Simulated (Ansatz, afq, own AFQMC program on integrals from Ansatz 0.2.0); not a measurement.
AFQMC on a folder of integrals that Ansatz 0.2.0 wrote.

```yaml
crystal:
  periodic: [false, false, false]
  atoms:
    - {symbol: N, position_ang: [-0.036519, 0.000001, 0.848085]}
    - {symbol: C, position_ang: [0.075826, -0.000001, -0.776034]}
    - {symbol: H, position_ang: [-0.198029, -0.930186, -1.268997]}
    - {symbol: H, position_ang: [-0.198030, 0.930183, -1.268999]}
basis:
  gaussian: {orbitals: cc-pVDZ}
magnetization: {spin_polarized: true, initial_magnetization: 3}
correlation: {method: ccsd_t, electrons: outside_noble_gas, hamiltonian_folder: ham}
```

```sh
$ ansatz run in.yaml --threads 1 --pin off --events-out ev --progress --plain --max-ram 1382MiB
```

afq runs on the folder ham with

```
--method phaseless --trial cisd --walkers 60 --populations 1 --least-time 40 --time-step 0.005 --steps-per-block 50 --equilibration-blocks 28 --max-blocks 300 --target-error 0.0004 --factor-cut 1e-05 --start spin_pure --seed 9333 --release-times 0.24,0.51,0.99,1.62,2.4 --release-step 0.03 --release-every 4 --taylor-order 6
```

Times are imaginary, in 1/Eh. The walk had a cap of 1161 s.

```
orbitals 36  electrons 7 4  factors 276 of 356
reference energy -93.34221020 Eh
CCSD correlation -0.24609675 Eh in 15 cycles, weight of the determinant in the CISD state 0.9028
energy of the start -93.587802 Eh
 block  time / (1/Eh)  mean weight  energy / Eh
     1     0.250  0.9981  -93.586275
     2     0.500  1.0011  -93.587317
     3     0.750  0.9990  -93.589912
     4     1.000  0.9999  -93.588500
     5     1.250  0.9973  -93.590825
     9     2.250  0.9999  -93.593188
    21     5.250  0.9974  -93.589192
    41    10.250  1.0009  -93.589856
    46    11.500  0.9976  -93.589586
    61    15.250  0.9999  -93.595920
    81    20.250  1.0011  -93.597586
   101    25.250  0.9990  -93.590817
   121    30.250  0.9983  -93.590592
   141    35.250  1.0022  -93.605916
   146    36.500  0.9999  -93.606629
   161    40.250  0.9992  -93.594943
   181    45.250  0.9983  -93.596056
   201    50.250  0.9986  -93.593788
   221    55.250  1.0010  -93.598724
   236    59.000  0.9991  -93.591624
blocks merged  error / Eh  count
     1  0.000245  210
     2  0.000296  105
     4  0.000349  52
     8  0.000385  26
    16  0.000406  13
released: time / (1/Eh)  energy / Eh  error  mean overlap
  0.24  -93.595339  0.000341  1.0042
  0.51  -93.594993  0.000330  1.0156
  0.99  -93.595435  0.000374  1.0131
  1.62  -93.595104  0.000372  1.0055
  2.40  -93.596372  0.000559  0.9828
energy -93.594843 +/- 0.000385 Eh
(rows thinned)
```

Estimate how long the walk took on 1 thread of Arm Neoverse V1, on a shared host.

5.6 min of wall time.

The run passed its tests (sampling time, drift between the halves within three errors, error under three times the target), which doesn't prove that it has relaxed. The second half of the sampling lies below the first by 1.9 errors of their difference, so the energy may still be moving and its error bar be too small.

Against this walk (error 10.5 meV) on the same determinant: CCSD(T) 22.6 meV higher, CCSDT(Q) 14.4 meV lower (within the noise). The error is statistical and leaves out the bias of the constraint. The released energies move by 1.5 errors or more from one time to the next (meV from the phaseless value at times in 1/Eh: -13 ± 9 at 0.24, -4 ± 9 at 0.51, -16 ± 10 at 0.99, -7 ± 10 at 1.62, -42 ± 15 at 2.40), so they give no level.

Cautions: constraint bias not in the error; lower spins were not checked.

CCSDT and higher add their correlation energy to the determinant of the CCSD(T) run, since their own runs factorise the integrals more tightly (a shift of under 2 meV). A walk keeps the symmetry of its determinant, which the program's search chose and which needn't be the lowest solution, so a lower state of the same spin and another symmetry isn't excluded.
